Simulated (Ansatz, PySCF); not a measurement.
This PySCF input computes a CCSD(T)/cc-pVDZ energy:

```python
from pyscf import gto, scf, mp, cc as ccmod

mol = gto.M(
    atom='''
    C     0.37929460    0.55476049    0.30227314
    C     0.02534738   -0.76307343   -0.03003155
    O     0.69996098    1.63440694   -0.15189047
    O    -1.12129664   -1.30302412   -0.06769073
    H     0.94283335   -1.40118499    0.12320002
    ''',
    basis='cc-pvdz',
    charge=-1,
    spin=0,
    verbose=4,
)

mf = scf.RHF(mol)
mf.conv_tol = 1e-10
mf.max_cycle = 100
mf.kernel()
mp2 = mp.MP2(mf, frozen=4).run()
cc = ccmod.CCSD(mf, frozen=4)
cc.max_cycle = 100
cc.kernel()
et = cc.ccsd_t()
print(f'E(CCSD(T)) = {cc.e_tot + et:.9f}')
```

Problem. Write an input for the same energy in Ansatz (an electronic-structure program) and say what it gives.

Solution. 
Ansatz 0.2 input:
```yaml
crystal:
  periodic: [false, false, false]
  atoms:
    - {symbol: C, position_ang: [0.37929460, 0.55476049, 0.30227314]}
    - {symbol: C, position_ang: [0.02534738, -0.76307343, -0.03003155]}
    - {symbol: O, position_ang: [0.69996098, 1.63440694, -0.15189047]}
    - {symbol: O, position_ang: [-1.12129664, -1.30302412, -0.06769073]}
    - {symbol: H, position_ang: [0.94283335, -1.40118499, 0.12320002]}
basis:
  gaussian:
    orbitals: cc-pVDZ
total_charge: -1
magnetization: {spin_polarized: false}
correlation: {method: ccsd_t, electrons: outside_noble_gas}
```
It gives -226.63014 Eh, and PySCF -226.63014 Eh, a difference of 0.00 mEh.

It need not be the lowest isomer of its formula. Whether it binds its extra electron was not tested at this geometry.
